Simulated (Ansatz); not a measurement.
`C=CC(=C)O`. Total charge 0; spin multiplicity 1. Geometry: relaxed with PBE0-D4/def2-TZVP. It is one conformer, not always the lowest.

```xyz
11

C    -0.917   -0.856    1.298
C     0.134   -0.249    0.752
C     0.192    0.302   -0.595
C     1.227    1.036   -1.013
O    -0.856    0.079   -1.427
H    -0.876   -1.250    2.306
H    -1.869   -0.969    0.787
H     1.045   -0.135    1.330
H     2.043    1.250   -0.339
H     1.256    1.442   -2.016
H    -1.379   -0.650   -1.083
```

Question: What is the dipole moment at PBE/def2-TZVPP? (Best estimate.)

Answer: Computed: 1.52 D, with components (-0.29, -0.98, 1.12) D in this frame, pointing from negative to positive charge.

Question: And with r2SCAN, B3LYP, ωB97M-V? (Estimate.)

Answer: Computed: r2SCAN 1.58 D, B3LYP 1.62 D, ωB97M-V 1.71 D.

Question: Give the Mulliken charges with PBE, ωB97M-V, r2SCAN in def2-TZVPP. (Best estimate.)

Answer: The calculation gave: 
```
atom    PBE  ωB97M-V  r2SCAN
  C1  -0.22    -0.23   -0.19
  C2  -0.10    -0.09   -0.07
  C3   0.19     0.23    0.24
  C4  -0.25    -0.27   -0.24
  O5  -0.25    -0.29   -0.32
  H6   0.10     0.11    0.09
  H7   0.06     0.08    0.05
  H8   0.09     0.10    0.07
  H9   0.09     0.09    0.08
 H10   0.09     0.10    0.09
 H11   0.19     0.18    0.21
```

B3LYP here is the variant with VWN-RPA as its local correlation; programs differ in this.
